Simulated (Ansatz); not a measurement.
Born–Oppenheimer molecular dynamics of C3H7NO (12 atoms, charge 0, multiplicity 1). It starts from a relaxed structure.

Level of theory: UKS B3LYP/STO-3G in Ansatz.

- ensemble: NVT, Langevin thermostat
- time step: 0.5 fs
- steps asked: 211
- set temperature: 1500 K
- friction: 0.001 /fs
- seed: 790284

Frames 5 fs apart, positions in Å, forces in eV/Å.

Velocities at 10.0 fs (Å/ps):

```
N -7.46 2.09 -4.17
C -13.07 5.33 16.82
O 7.51 17.75 0.88
C 1.90 -12.63 -8.18
C -0.17 -12.68 -2.84
H 52.07 -25.91 -14.51
H -3.99 -1.99 -3.80
H 11.29 -3.42 20.18
H 10.10 17.33 -23.84
H 50.97 28.06 -2.09
H -7.88 -16.74 -20.74
H -12.70 -34.13 -23.03
```

```xyz
12
Properties=species:S:1:pos:R:3:forces:R:3 time_fs=10.0 energy_less_start_eV=0.808 T=965
N -1.618 -0.042 0.507 1.41 -1.74 -2.03
C -0.113 -0.189 0.306 0.24 0.35 3.72
O 0.647 -0.781 1.597 -2.54 0.40 -3.00
C 0.925 0.800 -0.339 -1.37 -1.22 0.56
C 0.458 -0.505 -1.044 1.34 -0.43 0.22
H -1.825 0.580 1.287 -0.07 1.47 1.27
H -1.995 0.409 -0.381 0.11 -0.04 0.57
H 0.060 -1.634 1.788 0.35 0.69 -0.27
H 1.816 0.879 0.292 0.41 0.04 -0.65
H 0.547 1.660 -0.871 0.05 0.93 0.16
H -0.142 -0.290 -1.936 -0.10 -0.44 0.00
H 1.113 -1.382 -1.056 0.16 0.01 -0.55
12
Properties=species:S:1:pos:R:3:forces:R:3 time_fs=15.0 energy_less_start_eV=1.141 T=701
N -1.641 -0.045 0.475 1.07 0.74 4.52
C -0.162 -0.167 0.400 4.34 -0.77 -2.69
O 0.661 -0.690 1.583 -1.84 1.14 -1.76
C 0.923 0.738 -0.378 -0.40 1.72 0.40
C 0.462 -0.566 -1.057 -0.44 0.11 1.11
H -1.645 0.659 1.361 -1.38 -1.02 -2.36
H -2.006 0.429 -0.381 0.10 0.88 -0.34
H 0.172 -1.543 1.849 -0.52 -0.59 0.03
H 1.898 0.905 0.120 -0.09 -1.29 0.10
H 0.763 1.767 -0.832 -0.99 -1.46 0.02
H -0.159 -0.409 -1.965 -0.11 -0.03 0.62
H 1.067 -1.487 -1.172 0.28 0.58 0.35
12
Properties=species:S:1:pos:R:3:forces:R:3 time_fs=20.0 energy_less_start_eV=0.911 T=898
N -1.646 -0.048 0.484 0.41 -0.60 -1.31
C -0.137 -0.161 0.449 2.73 -0.11 -5.12
O 0.640 -0.585 1.547 -0.70 -1.31 1.83
C 0.915 0.698 -0.409 0.43 -1.08 0.77
C 0.460 -0.617 -1.048 -1.94 1.01 1.17
H -1.764 0.660 1.192 -0.80 1.80 2.58
H -1.959 0.547 -0.359 0.71 -0.84 0.05
H 0.218 -1.477 1.889 0.04 0.60 -0.41
H 1.963 0.654 -0.048 -0.55 -0.09 0.44
H 0.758 1.678 -0.819 -0.89 0.77 -0.77
H -0.240 -0.522 -1.894 -0.20 0.07 0.30
H 1.103 -1.474 -1.210 0.76 -0.23 0.47
12
Properties=species:S:1:pos:R:3:forces:R:3 time_fs=25.0 energy_less_start_eV=1.137 T=754
N -1.642 -0.047 0.501 0.20 2.14 1.19
C -0.059 -0.158 0.407 -1.98 0.38 -2.55
O 0.607 -0.494 1.532 1.64 -1.00 3.53
C 0.915 0.655 -0.434 -0.62 1.33 -1.73
C 0.421 -0.656 -1.025 -0.45 -0.86 0.28
H -1.988 0.763 1.258 1.81 -2.05 -1.52
H -1.805 0.534 -0.377 -0.39 -0.18 -0.40
H 0.223 -1.367 1.856 -0.49 -0.74 0.24
H 1.935 0.386 -0.120 0.09 1.67 0.29
H 0.601 1.625 -0.923 0.99 -0.92 0.67
H -0.384 -0.610 -1.770 0.31 -0.23 -0.14
H 1.215 -1.439 -1.158 -1.11 0.45 0.15
12
Properties=species:S:1:pos:R:3:forces:R:3 time_fs=30.0 energy_less_start_eV=1.286 T=652
N -1.625 -0.025 0.514 3.67 -3.09 -4.89
C -0.011 -0.148 0.328 -4.27 -0.45 4.14
O 0.596 -0.422 1.567 -0.01 -2.13 1.43
C 0.912 0.628 -0.480 0.54 0.49 -1.93
C 0.368 -0.707 -1.003 0.02 0.08 -0.51
H -1.896 0.632 1.206 -0.20 3.15 2.53
H -1.738 0.445 -0.439 -1.35 0.23 0.66
H 0.128 -1.317 1.830 0.41 0.65 0.15
H 1.926 0.447 -0.128 0.38 1.02 -0.07
H 0.607 1.516 -0.964 0.08 1.72 -0.68
H -0.477 -0.733 -1.698 0.48 -0.13 -0.43
H 1.174 -1.403 -1.059 0.25 -1.54 -0.40
12
Properties=species:S:1:pos:R:3:forces:R:3 time_fs=35.0 energy_less_start_eV=0.663 T=1119
N -1.566 -0.024 0.489 0.50 2.30 2.14
C -0.035 -0.146 0.317 -1.18 0.78 2.47
O 0.587 -0.374 1.631 -0.72 -0.73 -1.21
C 0.917 0.624 -0.570 -0.24 2.21 -1.44
C 0.329 -0.764 -0.995 2.80 -1.03 -0.73
H -1.670 0.792 1.302 0.07 -1.91 -2.48
H -1.928 0.434 -0.417 0.21 0.12 0.57
H 0.058 -1.212 1.885 0.02 -0.31 0.64
H 1.958 0.732 -0.182 -0.59 -0.86 -0.30
H 0.664 1.602 -1.078 -0.34 -1.29 0.29
H -0.465 -0.872 -1.746 0.12 0.38 -0.03
H 1.089 -1.580 -1.041 -0.65 0.35 0.08
12
Properties=species:S:1:pos:R:3:forces:R:3 time_fs=40.0 energy_less_start_eV=1.159 T=810
N -1.495 -0.002 0.490 -2.33 -0.46 0.03
C -0.081 -0.130 0.353 4.01 -0.77 -3.11
O 0.569 -0.339 1.682 -0.93 -0.45 -1.47
C 0.914 0.651 -0.686 -1.72 -2.58 1.71
C 0.342 -0.832 -0.998 1.18 1.40 0.54
H -1.463 0.769 1.117 -1.35 2.64 2.86
H -2.057 0.414 -0.308 0.92 -0.55 -0.57
H 0.014 -1.138 2.050 0.17 0.32 -0.18
H 1.904 0.865 -0.289 0.64 -0.97 0.18
H 0.624 1.538 -1.213 -1.17 0.47 -0.97
H -0.397 -0.931 -1.817 -0.22 0.64 0.55
H 0.944 -1.747 -1.038 0.82 0.31 0.43
12
Properties=species:S:1:pos:R:3:forces:R:3 time_fs=45.0 energy_less_start_eV=1.002 T=887
N -1.455 0.032 0.515 -3.77 3.30 1.97
C -0.056 -0.120 0.338 3.24 -0.82 -1.76
O 0.545 -0.305 1.709 0.65 0.60 -1.74
C 0.887 0.638 -0.778 -1.38 -1.97 1.47
C 0.382 -0.877 -0.990 0.34 1.65 1.08
H -1.522 0.934 1.197 -0.40 -2.04 -1.63
H -2.038 0.312 -0.362 1.29 -0.33 0.79
H -0.024 -1.018 2.186 -0.49 -0.07 -0.77
H 1.927 0.769 -0.397 -0.56 0.29 -0.67
H 0.385 1.412 -1.455 1.08 -1.01 1.08
H -0.368 -0.878 -1.786 -0.46 -0.37 0.14
H 0.961 -1.820 -0.965 0.46 0.77 0.03
12
Properties=species:S:1:pos:R:3:forces:R:3 time_fs=50.0 energy_less_start_eV=0.811 T=989
N -1.458 0.097 0.569 0.99 -2.94 -2.01
C 0.022 -0.129 0.297 -1.81 1.11 3.14
O 0.524 -0.264 1.716 1.61 0.30 -1.76
C 0.837 0.578 -0.833 0.51 -2.03 1.90
C 0.421 -0.895 -0.963 -1.05 -0.16 -0.02
H -1.700 0.916 1.115 0.31 1.99 0.78
H -1.862 0.189 -0.377 -1.09 0.41 -0.61
H -0.157 -0.904 2.142 -0.36 -0.08 -0.63
H 1.880 0.732 -0.624 0.79 0.73 -0.04
H 0.314 1.165 -1.544 -0.40 1.54 -0.68
H -0.402 -0.922 -1.699 0.25 -1.01 0.25
H 1.083 -1.762 -0.878 0.24 0.16 -0.32
12
Properties=species:S:1:pos:R:3:forces:R:3 time_fs=55.0 energy_less_start_eV=1.010 T=876
N -1.456 0.127 0.600 -0.53 -0.59 -3.25
C 0.072 -0.118 0.310 -2.39 2.12 2.50
O 0.521 -0.219 1.701 0.47 -1.01 -0.78
C 0.792 0.497 -0.872 1.84 4.31 -1.81
C 0.439 -0.919 -0.932 -0.91 -3.04 -0.03
H -1.727 1.110 1.027 1.37 -1.04 -1.19
H -1.830 0.118 -0.455 -0.22 0.53 2.26
H -0.323 -0.777 1.969 0.81 0.42 0.47
H 1.872 0.826 -0.869 -1.00 -0.65 0.51
H 0.260 1.149 -1.631 0.15 -0.47 1.35
H -0.411 -1.191 -1.577 0.33 -0.24 -0.03
H 1.238 -1.656 -0.859 0.06 -0.34 -0.01
12
Properties=species:S:1:pos:R:3:forces:R:3 time_fs=60.0 energy_less_start_eV=0.812 T=988
N -1.452 0.148 0.591 1.76 0.85 0.95
C 0.074 -0.070 0.361 -0.86 -0.39 -3.80
O 0.530 -0.181 1.675 0.99 -0.48 0.93
C 0.768 0.477 -0.933 -1.25 0.77 0.78
C 0.440 -0.992 -0.903 0.81 -1.29 1.49
H -1.484 1.201 0.732 -0.16 0.10 0.56
H -1.921 0.114 -0.310 -1.05 -0.65 -2.30
H -0.369 -0.607 1.935 0.29 -0.07 1.39
H 1.784 0.811 -1.019 1.26 -0.13 0.52
H 0.174 1.130 -1.540 -1.02 0.64 -0.59
H -0.350 -1.523 -1.458 0.07 0.64 -0.22
H 1.381 -1.588 -0.834 -0.82 0.01 0.29
12
Properties=species:S:1:pos:R:3:forces:R:3 time_fs=65.0 energy_less_start_eV=1.213 T=723
N -1.423 0.189 0.576 -1.54 2.00 -2.22
C 0.058 -0.035 0.347 0.05 -3.62 -3.14
O 0.550 -0.150 1.661 1.09 0.02 1.69
C 0.735 0.479 -0.988 -1.06 -0.10 0.98
C 0.445 -1.082 -0.861 0.17 2.48 1.36
H -1.296 1.272 0.512 -1.61 -0.60 0.46
H -2.093 0.000 -0.337 2.27 0.28 1.83
H -0.326 -0.414 2.183 0.85 0.37 -0.99
H 1.839 0.746 -1.048 -1.51 -0.02 0.14
H -0.020 1.172 -1.472 1.31 -0.79 -0.23
H -0.271 -1.714 -1.402 -0.29 0.61 -0.25
H 1.417 -1.547 -0.749 0.25 -0.64 0.38
```

Of the whole run (106 fs, mean temperature of the second half 890 K): The mean temperature of the second half is 41 % below the set value. A run of 0.11 ps of so small a system gives no equilibrium averages. Limits of this set-up: minimal basis.

Time of the run: 18 min on 1 thread of Arm Neoverse N1, with other jobs on the host, peak memory 0.12 GiB.
